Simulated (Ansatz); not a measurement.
This script for the Ansatz DFT code, driven from Python starts 2 runs on CH4BF, SMILES CBF. What input does the engine get in each?

`cas_ch4bf.py`:
```python
# -*- coding: utf-8 -*-
"""Static correlation in CH4BF: natural occupations of an active space."""

from dataclasses import dataclass
import warnings

import ansatz as az
from ase import Atoms


@dataclass
class Settings:
    basis: str = "def2-SVP"


opts = Settings()

warnings.simplefilter("ignore", az.DeckWarning)

atoms = Atoms(["C", "B", "F", "H", "H", "H", "H"], positions=[
    (-0.5456, 0.3194, -0.14),
    (0.7086, -0.4432, 0.2487),
    (1.3784, -1.2226, -0.756),
    (-1.2892, -0.3314, -0.5297),
    (-0.3453, 1.0899, -0.9652),
    (-0.9887, 0.9183, 0.7334),
    (1.143, -0.3983, 1.3631),
])
molecule = az.Crystal.molecule_from_ase(atoms)

calc = molecule.calculation().basis(gaussian=opts.basis).correlation(active_electrons=4, active_orbitals=4)
for method in [None, "sc_nevpt2"]:
    r = (calc if method is None else calc.correlation(method)).run(threads=1, pin="off").report
    space = r["configurations"]
    state = space["states"][0]
    print(method or "casscf", f"total {r['free_energy_ev'] / 27.211386246:.6f} Ha, active-space state {state['energy']['hartree']:.6f} Ha, mean field {r['reference_energy_ev'] / 27.211386246:.6f} Ha")
    print("  determinants", state["n_determinants"], " natural occupations", [round(n, 3) for n in space["natural_occupations"]])
```

Run 1:
```yaml
crystal:
  periodic: [false, false, false]
  atoms:
    - { symbol: C, position_ang: [-0.5456, 0.3194, -0.14] }
    - { symbol: B, position_ang: [0.7086, -0.4432, 0.2487] }
    - { symbol: F, position_ang: [1.3784, -1.2226, -0.756] }
    - { symbol: H, position_ang: [-1.2892, -0.3314, -0.5297] }
    - { symbol: H, position_ang: [-0.3453, 1.0899, -0.9652] }
    - { symbol: H, position_ang: [-0.9887, 0.9183, 0.7334] }
    - { symbol: H, position_ang: [1.143, -0.3983, 1.3631] }
basis:
  gaussian:
    orbitals: def2-SVP
correlation:
  active_space:
    window:
      electrons: 4
      orbitals: 4
```

Run 2, against run 1:
```diff
+  method: sc_nevpt2
```

```console
$ python cas_ch4bf.py
casscf total -164.272211 Ha, active-space state -164.272211 Ha, mean field -164.236154 Ha
  determinants 36  natural occupations [1.98, 1.977, 0.022, 0.021]
sc_nevpt2 total -164.651271 Ha, active-space state -164.272210 Ha, mean field -164.236154 Ha
  determinants 36  natural occupations [1.98, 1.977, 0.022, 0.021]
```

Caveats:
- Total energies depend on the basis set; only differences at equal settings carry meaning.
- The geometry is a force-field or estimated start, not a minimum of this method, and the basis set is short of its limit. The active space starts as a window about the frontier orbitals and is then optimised, not chosen by chemistry.
- The whole script took 2.9 s on 1 thread of Arm Neoverse V2, with other jobs on the host, peak memory 0.17 GiB.
